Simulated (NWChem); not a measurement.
Species: chloromethane (CH3Cl); SMILES ClC

Program: NWChem. Pople sets run with spherical d functions. Structure relaxed at the PBE0/def2-SVP level. B3LYP is NWChem's, with the RPA form of VWN correlation. Static field.

| level | basis functions | isotropic polarisability (bohr³) | anisotropy (bohr³) | relative time |
|---|---|---|---|---|
| B3LYP/6-31G* | 38 | 20.0 | 11.1 | 2 |
| B3LYP/6-31+G* | 46 | 23.0 | 10.1 | 2 |
| B3LYP/def2-SVP | 47 | 19.9 | 10.4 | 1 |
| B3LYP/def2-SVPD | 71 | 29.5 | 9.4 | 2 |
| B3LYP/def2-TZVP | 86 | 24.9 | 10.6 | 6 |
| B3LYP/aug-cc-pVDZ | 77 | 29.1 | 10.4 | 7 |
| B3LYP/Sadlej pVTZ | 83 | 30.2 | 9.8 | 6 |
| B3LYP/def2-TZVPD | 110 | 30.2 | 9.9 | 10 |
| B3LYP/aug-cc-pVTZ | 165 | 30.0 | 10.0 | 40 |

Times are rough ratios from one shared machine.
